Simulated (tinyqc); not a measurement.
Worked calculation (part 2 of 2): RKS/PBE in the sto-6g basis, for H2F+, spin multiplicity 1. Computed by tinyqc, a small Python program that keeps every step (integrals from PySCF). Command: `OMP_NUM_THREADS=1 python tinyqc.py 22317 22318 out.jsonl` (the two numbers bound the seeds that draw the settings). One thread of a shared host (Intel(R) Xeon(R) Processor @ 2.60GHz), about 1 s of CPU time with the checks.

Geometry (angstrom):
```
atom         x          y         z
F     0.000000   0.000000  0.000000
H     0.000000   0.933000  0.524000
H     0.000000  -0.972000  0.546000
```

## Iteration 2: building the Kohn-Sham matrix

D after iteration 1:
```
            1F 1s      1F 2s    1F 2px     1F 2py     1F 2pz      2H 1s      3H 1s
1F 1s    2.120803  -0.541933  0.000000   0.005596   0.057942   0.071301   0.073973
1F 2s   -0.541933   2.500384  0.000000  -0.034126  -0.367222  -0.556646  -0.552110
1F 2px   0.000000   0.000000  2.000000   0.000000   0.000000   0.000000   0.000000
1F 2py   0.005596  -0.034126  0.000000   0.307225   0.019708   0.486382  -0.448793
1F 2pz   0.057942  -0.367222  0.000000   0.019708   0.298077   0.489354   0.483542
2H 1s    0.071301  -0.556646  0.000000   0.486382   0.489354   1.479094   0.081222
3H 1s    0.073973  -0.552110  0.000000  -0.448793   0.483542   0.081222   1.540382
```

core Hamiltonian H = T + V (hartree):
```
             1F 1s       1F 2s     1F 2px     1F 2py     1F 2pz      2H 1s      3H 1s
1F 1s   -41.393905   -9.234374   0.000000  -0.000803  -0.011004  -1.421663  -1.281439
1F 2s    -9.234374  -11.360075   0.000000  -0.008866  -0.128298  -3.237600  -2.981622
1F 2px    0.000000    0.000000  -9.140357   0.000000   0.000000   0.000000   0.000000
1F 2py   -0.000803   -0.008866   0.000000  -9.254800  -0.003562  -1.913178   1.785725
1F 2pz   -0.011004   -0.128298   0.000000  -0.003562  -9.176461  -1.104603  -1.032435
2H 1s    -1.421663   -3.237600   0.000000  -1.913178  -1.104603  -5.095701  -0.943893
3H 1s    -1.281439   -2.981622   0.000000   1.785725  -1.032435  -0.943893  -4.937508
```

nuclear repulsion = 9.00041133 hartree

V_xc (hartree):
```
            1F 1s      1F 2s     1F 2px     1F 2py     1F 2pz      2H 1s      3H 1s
1F 1s   -3.478329  -0.410349   0.000000   0.000314   0.003270  -0.069842  -0.062940
1F 2s   -0.410349  -0.829692   0.000000   0.000425   0.008851  -0.233721  -0.214861
1F 2px   0.000000   0.000000  -0.890339   0.000000   0.000000   0.000000   0.000000
1F 2py   0.000314   0.000425   0.000000  -0.805951  -0.002693  -0.157575   0.146538
1F 2pz   0.003270   0.008851   0.000000  -0.002693  -0.793028  -0.088319  -0.081714
2H 1s   -0.069842  -0.233721   0.000000  -0.157575  -0.088319  -0.520099  -0.066796
3H 1s   -0.062940  -0.214861   0.000000   0.146538  -0.081714  -0.066796  -0.519068
```

E_xc = sum of w rho eps_xc = -9.99388193 hartree

Given earlier and not repeated: Two-electron integrals (ij|kl) in chemists' order.

J_ij = sum D_kl (ij|kl); F = H + J + V_xc; E = tr D H + tr D J / 2 + E_xc + E_nn.

Coulomb J (hartree):
```
            1F 1s      1F 2s    1F 2px     1F 2py     1F 2pz     2H 1s      3H 1s
1F 1s   18.443248   3.240749  0.000000  -0.001176  -0.001280  0.511482   0.460965
1F 2s    3.240749   8.452618  0.000000  -0.004776   0.089467  2.461989   2.273211
1F 2px   0.000000   0.000000  8.515784   0.000000   0.000000  0.000000   0.000000
1F 2py  -0.001176  -0.004776  0.000000   8.461694   0.003909  1.616946  -1.516083
1F 2pz  -0.001280   0.089467  0.000000   0.003909   8.380374  0.934939   0.874497
2H 1s    0.511482   2.461989  0.000000   1.616946   0.934939  4.856054   0.758223
3H 1s    0.460965   2.273211  0.000000  -1.516083   0.874497  0.758223   4.776258
```

Kohn-Sham matrix F (hartree):
```
             1F 1s      1F 2s     1F 2px     1F 2py     1F 2pz      2H 1s      3H 1s
1F 1s   -26.428986  -6.403973   0.000000  -0.001664  -0.009014  -0.980023  -0.883415
1F 2s    -6.403973  -3.737150   0.000000  -0.013217  -0.029981  -1.009333  -0.923272
1F 2px    0.000000   0.000000  -1.514912   0.000000   0.000000   0.000000   0.000000
1F 2py   -0.001664  -0.013217   0.000000  -1.599057  -0.002345  -0.453808   0.416181
1F 2pz   -0.009014  -0.029981   0.000000  -0.002345  -1.589116  -0.257983  -0.239652
2H 1s    -0.980023  -1.009333   0.000000  -0.453808  -0.257983  -0.759746  -0.252466
3H 1s    -0.883415  -0.923272   0.000000   0.416181  -0.239652  -0.252466  -0.680318
```

total energy of this density = -98.75436273 hartree

## Iteration 2: DIIS over 2 matrices

error matrix X^T (FDS - SDF) X:
```
           1          2          3         4          5          6          7
1   0.000000   0.004297  -0.385637  0.000000  -0.630796  -0.247338  -0.412722
2  -0.004297   0.000000   0.090502  0.000000   0.135552  -1.261850   0.010405
3   0.385637  -0.090502   0.000000  0.000000  -0.420603   0.035315  -0.494720
4   0.000000   0.000000   0.000000  0.000000   0.000000   0.000000   0.000000
5   0.630796  -0.135552   0.420603  0.000000   0.000000   0.018223  -0.376182
6   0.247338   1.261850  -0.035315  0.000000  -0.018223   0.000000  -0.012507
7   0.412722  -0.010405   0.494720  0.000000   0.376182   0.012507   0.000000
```

B (overlaps of the stored error matrices):
```
                1               2
1   2.1646869e+00  -2.8550359e+00
2  -2.8550359e+00   5.9239938e+00
```

Minimise |sum c_i e_i|^2 with sum c_i = 1: solve [B -1; -1 0][c; lambda] = [0; -1] with B_ij = tr e_i^T e_j, and take F = sum c_i F_i.

DIIS coefficients: 0.636219  0.363781

extrapolated F (hartree):
```
             1F 1s      1F 2s     1F 2px     1F 2py     1F 2pz      2H 1s      3H 1s
1F 1s   -24.723194  -6.043366   0.000000  -0.000932  -0.008859  -0.924715  -0.833608
1F 2s    -6.043366  -2.827854   0.000000  -0.010745  -0.094748  -0.813301  -0.746765
1F 2px    0.000000   0.000000  -0.608267   0.000000   0.000000   0.000000   0.000000
1F 2py   -0.000932  -0.010745   0.000000  -0.705428  -0.003358  -0.351681   0.325988
1F 2pz   -0.008859  -0.094748   0.000000  -0.003358  -0.661426  -0.218665  -0.204620
2H 1s    -0.924715  -0.813301   0.000000  -0.351681  -0.218665  -0.682148  -0.216654
3H 1s    -0.833608  -0.746765   0.000000   0.325988  -0.204620  -0.216654  -0.641274
```

## Iteration 2: diagonalisation and new density

X:
```
                1          2          3         4          5          6         7
1F 1s   -0.380746   0.085861   0.707568  0.000000  -0.603262  -0.013782  0.213445
1F 2s    0.991617  -0.177124  -0.204215  0.000000  -0.244483  -0.017971  0.484557
1F 2px   0.000000   0.000000   0.000000  1.000000   0.000000   0.000000  0.000000
1F 2py   0.167261   0.821864  -0.004208  0.000000   0.001660   0.680793  0.020247
1F 2pz   0.329616  -0.056365   0.679833  0.000000   0.666237  -0.005742  0.165480
2H 1s   -0.738278  -0.600300  -0.206656  0.000000   0.172887   0.377697  0.400983
3H 1s   -0.435223   0.812789  -0.220479  0.000000   0.182661  -0.412298  0.370203
```

Diagonalise F' = X^T F X, C = X C', fill 5 alpha and 5 beta electrons from the bottom; D = 2 C_occ C_occ^T. Each column has its largest component positive (the first on a tie).

F' = X^T F X (hartree):
```
           1          2           3          4           5          6          7
1  -1.345171   0.302874    3.035270   0.000000   -2.823900  -0.072569   1.137455
2   0.302874  -0.214773   -0.784986   0.000000    0.747672  -0.021500  -0.328581
3   3.035270  -0.784986  -10.599730   0.000000   10.045222   0.277467  -5.435193
4   0.000000   0.000000    0.000000  -0.608267    0.000000   0.000000   0.000000
5  -2.823900   0.747672   10.045222   0.000000  -10.848260  -0.283390   5.614862
6  -0.072569  -0.021500    0.277467   0.000000   -0.283390  -0.837888   0.149736
7   1.137455  -0.328581   -5.435193   0.000000    5.614862   0.149736  -4.265672
```

orbital energies (hartree): MO1 -24.727536, MO2 -1.454452, MO3 -0.833079, MO4 -0.685345, MO5 -0.608267, MO6 -0.275398, MO7 -0.135684

coefficients C:
```
              MO1        MO2        MO3        MO4       MO5        MO6        MO7
1F 1s    0.996503  -0.238909   0.007951   0.064031  0.000000   0.091267   0.008887
1F 2s    0.015511   0.948475  -0.040510  -0.327498  0.000000  -0.581709  -0.064363
1F 2px   0.000000   0.000000   0.000000   0.000000  1.000000   0.000000   0.000000
1F 2py   0.000161   0.013978   0.728027  -0.024610  0.000000   0.042613  -0.796684
1F 2pz   0.001226   0.112720   0.017283   0.879818  0.000000  -0.506170  -0.044632
2H 1s   -0.003120   0.094991   0.361473   0.214899  0.000000   0.673481   0.801248
3H 1s   -0.002811   0.081184  -0.343726   0.229885  0.000000   0.770176  -0.684322
```

D after iteration 2:
```
            1F 1s      1F 2s    1F 2px     1F 2py     1F 2pz      2H 1s      3H 1s
1F 1s    2.108516  -0.464869  0.000000   0.002067   0.061531  -0.018338  -0.020420
1F 2s   -0.464869   2.017484  0.000000  -0.016346  -0.363815   0.010051   0.031191
1F 2px   0.000000   0.000000  2.000000   0.000000   0.000000   0.000000   0.000000
1F 2py   0.002067  -0.016346  0.000000   1.061649  -0.014988   0.518402  -0.509530
1F 2pz   0.061531  -0.363815  0.000000  -0.014988   1.574171   0.412046   0.410928
2H 1s   -0.018338   0.010051  0.000000   0.518402   0.412046   0.371755  -0.134250
3H 1s   -0.020420   0.031191  0.000000  -0.509530   0.410928  -0.134250   0.355187
```

## Iteration 8 (converged): orbitals

converged F (hartree):
```
             1F 1s      1F 2s     1F 2px     1F 2py     1F 2pz      2H 1s      3H 1s
1F 1s   -24.898756  -6.076190   0.000000  -0.000739  -0.016957  -0.929963  -0.838353
1F 2s    -6.076190  -2.881752   0.000000  -0.008266  -0.121512  -0.828910  -0.762896
1F 2px    0.000000   0.000000  -0.660511   0.000000   0.000000   0.000000   0.000000
1F 2py   -0.000739  -0.008266   0.000000  -0.769389  -0.003198  -0.363461   0.339870
1F 2pz   -0.016957  -0.121512   0.000000  -0.003198  -0.706909  -0.229564  -0.215674
2H 1s    -0.929963  -0.828910   0.000000  -0.363461  -0.229564  -0.743707  -0.221788
3H 1s    -0.838353  -0.762896   0.000000   0.339870  -0.215674  -0.221788  -0.717332
```

As before.

F' = X^T F X (hartree):
```
           1          2           3          4           5          6          7
1  -1.429853   0.308580    3.040177   0.000000   -2.847233  -0.074202   1.145606
2   0.308580  -0.297042   -0.785491   0.000000    0.750938  -0.017022  -0.333348
3   3.040177  -0.785491  -10.701935   0.000000   10.109173   0.277340  -5.470683
4   0.000000   0.000000    0.000000  -0.660511    0.000000   0.000000   0.000000
5  -2.847233   0.750938   10.109173   0.000000  -10.935019  -0.283225   5.628050
6  -0.074202  -0.017022    0.277340   0.000000   -0.283225  -0.901668   0.154523
7   1.145606  -0.333348   -5.470683   0.000000    5.628050   0.154523  -4.337331
```

orbital energies (hartree): MO1 -24.902868, MO2 -1.511009, MO3 -0.896130, MO4 -0.722365, MO5 -0.660511, MO6 -0.355209, MO7 -0.215268

coefficients C:
```
              MO1        MO2        MO3        MO4       MO5        MO6        MO7
1F 1s    0.996612  -0.237980   0.005557   0.070783  0.000000   0.087193   0.012386
1F 2s    0.015051   0.946963  -0.028835  -0.358785  0.000000  -0.563146  -0.087251
1F 2px   0.000000   0.000000   0.000000   0.000000  1.000000   0.000000   0.000000
1F 2py   0.000148   0.010829   0.724906  -0.010993  0.000000   0.079074  -0.797099
1F 2pz   0.001559   0.140684   0.009030   0.870410  0.000000  -0.513881  -0.061006
2H 1s   -0.003070   0.090094   0.358053   0.222431  0.000000   0.641562   0.827071
3H 1s   -0.002771   0.079996  -0.353792   0.236285  0.000000   0.792514  -0.650828
```

D after iteration 8:
```
            1F 1s      1F 2s    1F 2px     1F 2py     1F 2pz      2H 1s      3H 1s
1F 1s    2.109821  -0.471828  0.000000   0.001642   0.059470  -0.013532  -0.014080
1F 2s   -0.471828   2.053048  0.000000  -0.013403  -0.358608  -0.009719   0.002275
1F 2px   0.000000   0.000000  2.000000   0.000000   0.000000   0.000000   0.000000
1F 2py   0.001642  -0.013403  0.000000   1.051454  -0.002998   0.516170  -0.516395
1F 2pz   0.059470  -0.358608  0.000000  -0.002998   1.554979   0.419019   0.427440
2H 1s   -0.013532  -0.009719  0.000000   0.516170   0.419019   0.371608  -0.133807
3H 1s   -0.014080   0.002275  0.000000  -0.516395   0.427440  -0.133807   0.374813
```

## Convergence

Stop when the energy changes by less than 1e-09 hartree and every element of the error matrix X^T (F D S - S D F) X is below 9e-06.

Course of the cycle:
```
iteration    E (hartree)     change  largest element of the error matrix
1           -99.03444740          -                             7.12e-01
2           -98.75436273   2.80e-01                             1.26e+00
3          -100.07769436  -1.32e+00                             2.12e-02
4          -100.07828698  -5.93e-04                             5.71e-03
5          -100.07831543  -2.85e-05                             1.79e-03
6          -100.07831857  -3.13e-06                             6.35e-04
7          -100.07831882  -2.58e-07                             2.60e-05
8          -100.07831883  -7.20e-10                             1.81e-06
```

PySCF RKS in the same basis, fine grid = -100.05264854 hartree

Converged in 8 iterations. The coarse grid moves the energy by -2.57e-02 hartree.

## Populations, bond orders and dipole

overlap S:
```
           1F 1s     1F 2s    1F 2px     1F 2py    1F 2pz     2H 1s      3H 1s
1F 1s   1.000000  0.232479  0.000000   0.000000  0.000000  0.035572   0.032065
1F 2s   0.232479  1.000000  0.000000   0.000000  0.000000  0.356263   0.331128
1F 2px  0.000000  0.000000  1.000000   0.000000  0.000000  0.000000   0.000000
1F 2py  0.000000  0.000000  0.000000   1.000000  0.000000  0.255283  -0.240947
1F 2pz  0.000000  0.000000  0.000000   0.000000  1.000000  0.143374   0.135347
2H 1s   0.035572  0.356263  0.000000   0.255283  0.143374  1.000000   0.139395
3H 1s   0.032065  0.331128  0.000000  -0.240947  0.135347  0.139395   1.000000
```

Mulliken: Z minus the diagonal of D S on the atom; Loewdin: the same with S^(1/2) D S^(1/2); Mayer order: 2 sum_s sum (D(s) S)_ij (D(s) S)_ji over the two atoms.

Charges (e):
```
atom  Mulliken   Loewdin
1F    0.079598  0.194179
2H    0.459142  0.397973
3H    0.461260  0.407847
```

Mayer bond orders:
```
pair     order
2-1   0.765916
3-1   0.763967
3-2   0.023272
```

dipole moment about the origin, x y z (debye): 0.000000  -0.106033  2.704014
